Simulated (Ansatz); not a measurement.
Reaction (substitution at a C–F bond): `CC(C)(F)F` + H₂S → `CC(C)(F)S` + H–F

Program: Ansatz. Geometries: PBE0-D4/def2-TZVP. ΔE: electronic, gas phase. CBS: MP2 limit from def2 TZ/QZ plus the TZ coupled-cluster correction, frozen cores. This one scheme is used for every species. Functionals use def2-TZVPP. B3LYP here is the variant with VWN-RPA as its local correlation; programs differ in this. One conformer a species, not always the lowest.

Question: Is it downhill or uphill in electronic energy at CCSD(T)/CBS, and by how much? (An estimate is asked.)

Answer: Ansatz gave: Uphill: ΔE = +3.9 kcal/mol.

Question: What do these levels give: r2SCAN-D4, PBE0-D4, B3LYP-D4, ωB97M-V, SCS-MP2/def2-QZVPP, CCSD/CBS(def2)? (An estimate is asked.)

Answer: The calculation gave: r2SCAN-D4 7.9, PBE0-D4 6.0, B3LYP-D4 6.8, ωB97M-V 7.2, SCS-MP2/def2-QZVPP 3.8, CCSD/CBS(def2) 5.0 kcal/mol.

Largest T1 diagnostic among the species: 0.011.

The D4 term adds −2.6 kcal/mol with B3LYP and −1.4 kcal/mol with PBE0; it sums over pairs of atoms, weighted by their polarisabilities, and B3LYP, whose exchange is more repulsive, gets the larger term. In def2-TZVPP, CCSD(T) changes the Hartree–Fock value by −7.2 kcal/mol (the triples alone add −1.1 kcal/mol) and MP2 by −10.1 kcal/mol.
